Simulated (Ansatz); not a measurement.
# AlB2: the cost of one run

The runs use Ansatz 0.2.0, Gaussian basis; def2-QZVPP, core rule «outside noble gas», up to 7 orbitals frozen.

Plan: UHF; ROHF; CCSD(T) on UHF.

3 further runs of the same task are left out: 1 that didn't finish, 2 set aside as unsound or not needed.

## 1. The geometry

The geometry is a PBE0/def2-TZVP stationary point (not a proven minimum).

3 atoms, charge 0, spin multiplicity 4.

Atoms are counted from 1 here; the program's logs count them from 0.

Bond lengths: B1–Al2 1.991 Å, Al2–B3 2.196 Å. Angles: B1–Al2–B3 167.6°.

As a file:

```
atom   x (Å)    y (Å)    z (Å)
  B1  0.0000  -0.0813  -2.0468
 Al2  0.0000   0.1498  -0.0693
  B3  0.0000  -0.0686   2.1162
```

## 2. UHF

Contents of in.yaml:

```yaml
crystal:
  periodic: [false, false, false]
  atoms:
    - {symbol: B, position_ang: [0.000000, -0.081258, -2.046822]}
    - {symbol: Al, position_ang: [0.000000, 0.149822, -0.069340]}
    - {symbol: B, position_ang: [0.000000, -0.068564, 2.116162]}
basis:
  gaussian: {orbitals: "def2-QZVPP.json"}
magnetization: {spin_polarized: true, initial_magnetization: 3}
hamiltonian: {xc: hf}
output: {orbitals: {seedname: orbitals}}
```

Launch:

```bash
ansatz run in.yaml --threads 1 --pin off --events-out ev --progress --plain --max-ram 2393MiB
```

**Question.** How long does this run take on 1 thread of Arm Neoverse V2, shared host, and how much memory does it need?

About 76 s, with a peak of 0.4 GiB.
